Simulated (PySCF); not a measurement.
# Worked example: BH4⁺, triplet against BH$_{4}$⁺, singlet

All five atoms lie in one plane.

Geometry (PBE0/def2-TZVP stationary point of a singlet), kept for both states:

```xyz
5

B     0.0000    0.0000    0.0000
H    -0.0156    0.8614    0.8498
H    -0.0213   -0.8500    0.8612
H     0.0213    0.8500   -0.8612
H     0.0156   -0.8614   -0.8498
```

Basis aug-cc-pVDZ; PySCF 2.14.0. Only valence electrons are correlated (noble-gas cores frozen). Prefix R: restricted or restricted open-shell reference.

Full CI isn't at hand for all of this; RCCSDT serves as the reference. It lacks quadruple excitations.

| level | E(BH4⁺, singlet) (hartree) | E(BH4⁺, triplet) (hartree) |
| --- | --- | --- |
| RCCSD(T) | -26.693976 | -26.455965 |
| PBE | -26.747129 | -26.501893 |
| r2SCAN | -26.777759 | -26.538353 |
| RCCSDT | -26.694568 | -26.456467 |

Task: Give the vertical gap, BH4⁺ triplet less BH4⁺ singlet, at each level in eV (1 hartree = 27.2114 eV), and each error against RCCSDT.

Result: RCCSDT: (-26.456467 − (-26.694568)) × 27.2114 = 6.479 eV (the reference)
r2SCAN: (-26.538353 − (-26.777759)) × 27.2114 = 6.515 eV, error 0.036 eV
PBE: (-26.501893 − (-26.747129)) × 27.2114 = 6.673 eV, error 0.194 eV
RCCSD(T): (-26.455965 − (-26.693976)) × 27.2114 = 6.477 eV, error -0.002 eV

Total energies of functionals can't be set beside those of wave-function methods, since they hold the core's correlation and their own absolute errors; only the differences compare.

In so small a basis the reference is far from its limit while semilocal and hybrid functionals are nearer theirs, so the functionals' errors here hold much of the reference's basis and frozen-core error, which can add to them or hide them.

Each level lands on the state that its own search finds. T1 diagnostics of restricted CCSD: 0.007 and 0.024.
